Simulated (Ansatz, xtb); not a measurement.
## Two isomers of C3H2FN

Structure X is `N#C/C=C\F`, a singlet and structure Y is `C=C(F)C#N`, a singlet. Both are isolated molecules in the gas phase, relaxed with PBE-D3(BJ)/def2-SVP.

**Question.** Estimate E(Y) − E(X) at the level CCSD(T)/def2-SVP + ΔMP2/def2-TZVPP.

**Answer.** Calculated at CCSD(T)/def2-SVP + ΔMP2/def2-TZVPP: E(Y) − E(X) = +0.113 eV, so structure X lies lower.

The same difference at several levels:

```tsv
level	geometry	E(Y) − E(X) (eV)	departure from the last row (eV)	job, with rough time for the two
GFN2-xTB	GFN2-xTB	+0.127	+0.013	optimisation, 0.08 s
HF/STO-3G	GFN2-xTB	+0.120	+0.007	single point, 0.2 s
r2SCAN-D4/def2-SVP	GFN2-xTB	+0.167	+0.054	single point, 2.1 s
PBE-D3(BJ)/def2-SVP	PBE-D3(BJ)/def2-SVP	+0.164	+0.051	optimisation, 12 s
HF/def2-SVP	PBE-D3(BJ)/def2-SVP	+0.184	+0.071	part of the CCSD(T) run
MP2/def2-SVP	PBE-D3(BJ)/def2-SVP	+0.152	+0.039	part of the CCSD(T) run
CCSD(T)/def2-SVP	PBE-D3(BJ)/def2-SVP	+0.133	+0.019	single point
CCSD(T)/def2-SVP + ΔMP2/def2-TZVPP	PBE-D3(BJ)/def2-SVP	+0.113		single point, 11 s
```

As drawn, both hold the same kinds of bond in the same numbers.

The levels shown agree on the order. The largest departure from CCSD(T)/def2-SVP + ΔMP2/def2-TZVPP is that of HF/def2-SVP, 0.071 eV. The last row adds to CCSD(T) the change of the MP2 difference between the two basis sets, here −0.019 eV.

With harmonic frequencies from PBE-D3(BJ)/def2-SVP (ideal gas, rigid rotor, one conformer each, 298.15 K, 1 atm): on the last row, ΔE + ΔZPE = +0.093, ΔH = +0.093, ΔG = +0.096 eV.

The correlated steps freeze 5 core orbitals. Programs: Ansatz 0.2.0, xtb 6.7.1; the last row on 2 threads of Arm Neoverse V2 on a shared host.
